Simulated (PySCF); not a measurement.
# Carbon: a sound run and one with changed settings

Sound run: C [He] 2s2 2p2, C+ [He] 2s2 2p1. All numbers are calculated (PySCF 2.14, scalar relativity by spin-free X2C-1e, in jorge-DZP-DKH). The sound run starts from symmetry-adapted Hartree-Fock orbitals and uses a fine grid where one is needed.

Changed run: radial step 0.3 in ln r (0.13 in the sound run). This setting is unsound on purpose.

```tsv
species	method	sound run (hartree)	changed run (hartree)	converged
C	UHF	-37.70380	-37.70380	yes
C	PBE	-37.80666	-37.80661	yes
C	M06-L	-37.85794	-37.85827	yes
C+	UHF	-37.30641	-37.30641	yes
C+	PBE	-37.38322	-37.38311	yes
C+	M06-L	-37.43729	-37.43817	yes
```

Ionisation energy of C:

```json
{"method": "UHF", "sound run (eV)": "10.813", "changed run (eV)": "10.813"}
{"method": "PBE", "sound run (eV)": "11.522", "changed run (eV)": "11.524"}
{"method": "M06-L", "sound run (eV)": "11.446", "changed run (eV)": "11.431"}
```

A coarse radial grid mis-integrates the density and the exchange-correlation energy, with errors of either sign; Hartree-Fock needs no grid.

For comparison, NIST gives 11.260 eV between the lowest levels.
